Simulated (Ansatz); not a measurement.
How basis sets differ on CH7AlO (SMILES C[OH+][AlH3-])

CH7AlO: 10 atoms, total charge 0, spin state singlet. SMILES: `C[OH+][AlH3-]`. The shape is that of a PBE0-D4/def2-TZVP optimisation.

Quantity: the dipole moment, in D. The values are calculated.

```json
{"level": "HF/STO-3G", "kind": "Hartree–Fock", "program": "Ansatz", "value (D)": "4.79"}
{"level": "HF/3-21G", "kind": "Hartree–Fock", "program": "Ansatz", "value (D)": "5.62"}
{"level": "HF/def2-SVP", "kind": "Hartree–Fock", "program": "Ansatz", "value (D)": "5.43"}
{"level": "HF/cc-pVTZ", "kind": "Hartree–Fock", "program": "Ansatz", "value (D)": "5.26"}
```

The values span 4.79 to 5.62 D. Sets without polarisation functions give poor dipoles.
